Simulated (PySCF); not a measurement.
Compound: C3H4F2O.
Numbering: `[F:1][CH2:2][C@@H:3]1[O:4][C@@H:5]1[F:6]` (hydrogens: H7, H8 on C2; H9 on C3; H10 on C5)

Torsions of this conformer, `[F:1][CH2:2][C@@H:3]1[O:4][C@@H:5]1[F:6]`: F1–C2–C3–O4 174°.

The closed-shell ground state was solved at several levels (PySCF, density fitting, gas phase, non-relativistic). One conformer (not necessarily the lowest) at the PBE0-D3(BJ)/def2-SVP geometry, without solvent, vibrations or thermal averaging.

| level | basis functions | HOMO (eV) | LUMO (eV) | gap (eV) | dipole (D) |
| --- | --- | --- | --- | --- | --- |
| PBE0/pcSseg-1 | 122 | -8.79 | 1.52 | 10.31 | 1.19 |
| B3LYP/6-31G* | 92 | -8.17 | 1.87 | 10.04 | 1.09 |
| B3LYP/pcJ-1 | 202 | -8.52 | 1.20 | 9.72 | 1.20 |
| KT2/pcSseg-2 | 272 | -7.37 | -0.12 | 7.25 | 1.15 |

Question: Estimate the row for PBE0/def2-SVPD, a basis of 161 functions; the other rows only guide the guess.

Answer: HOMO -8.94 eV, LUMO 0.73 eV, gap 9.67 eV, dipole 1.22 D.

Question: Over all these levels, which gives the widest orbital gap and which the narrowest?

Answer: PBE0/pcSseg-1 (global hybrid, 25 % exact exchange) has the widest, 10.31 eV, and KT2/pcSseg-2 (GGA) the narrowest, 7.25 eV. Functional and basis both differ between the two, so the spread mixes both effects.

Question: How far do the dipole and the HOMO energy spread over the levels?

Answer: The dipole runs from 1.09 to 1.22 D (mean 1.17 D) and the HOMO from -8.94 to -7.37 eV.
